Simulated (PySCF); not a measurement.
Boron: a sound run and one with changed settings

Sound run: B [He] 2s2 2p1, B⁺ [He] 2s2. Computed with PySCF 2.14 in 6-31G*, with the non-relativistic Hamiltonian (point nucleus). In the sound run the correlated levels freeze 1s2. The sound run starts from symmetry-adapted Hartree-Fock orbitals and uses a fine grid where one is needed.

A second run was set up differently.

| species | method | sound run (hartree) | changed run (hartree) | converged |
| --- | --- | --- | --- | --- |
| B | UHF | -24.52197 | -24.14899 | yes |
| B | LDA | -24.34192 | -23.96405 | yes |
| B | MN15 | -24.61209 | -24.09863 | yes |
| B | MP2 | -24.55803 | -24.16765 | yes |
| B | CCSD(T) | -24.57908 | -24.18899 | yes |
| B⁺ | UHF | -24.23404 | -23.94847 | yes |
| B⁺ | LDA | -24.03248 | -23.74155 | yes |
| B⁺ | MN15 | -24.32084 | -23.88889 | yes |
| B⁺ | MP2 | -24.26739 | -23.97788 | yes |
| B⁺ | CCSD(T) | -24.29278 | -24.00944 | yes |

Ionisation energy of B:

```csv
method,sound run (eV),changed run (eV)
UHF,7.835,5.456
LDA,8.420,6.055
MN15,7.925,5.707
MP2,7.909,5.164
SCS-MP2,7.870,5.105
CCSD,7.770,4.886
CCSD(T),7.791,4.886
```

Task: What was changed?
A. radial grid too coarse
B. too few SCF iterations
C. angular grid far too coarse
D. minimal basis

Result: D. It used basis STO-3G. A minimal basis cannot let orbitals breathe on ionisation and holds almost no correlation.
